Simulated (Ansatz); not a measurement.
**Changing the shape of MgO, singlet**

Calculated in Ansatz's Gaussian-basis code. Basis cc-pVDZ, nonrelativistic, 6 orbitals frozen in the corrections; active space CAS(8,8). Restricted Hartree–Fock, then the lowest state-specific CASSCF solution met for each case. Single-reference values can break down or jump between states where bonds are stretched. Unlike active orbitals can shift such differences by tenths of an eV, at times by over 1 eV.

Case A: bond length 1.8875 Å.

Case B: bond length 1.7477 Å.

Case C: bond length 1.6079 Å.

Energy less that of case A, in eV:

```
case  RHF/ROHF
   B    -0.139
   C    +0.128
```

Task: What does SC-NEVPT2 give for these differences?

Result: B: -0.085 eV (-2.0 kcal/mol); C: +0.336 eV (7.7 kcal/mol).

Task: Which case is lowest, and do the methods agree?

Result: B is lowest in SC-NEVPT2. Of the methods shown, RHF/ROHF agrees.
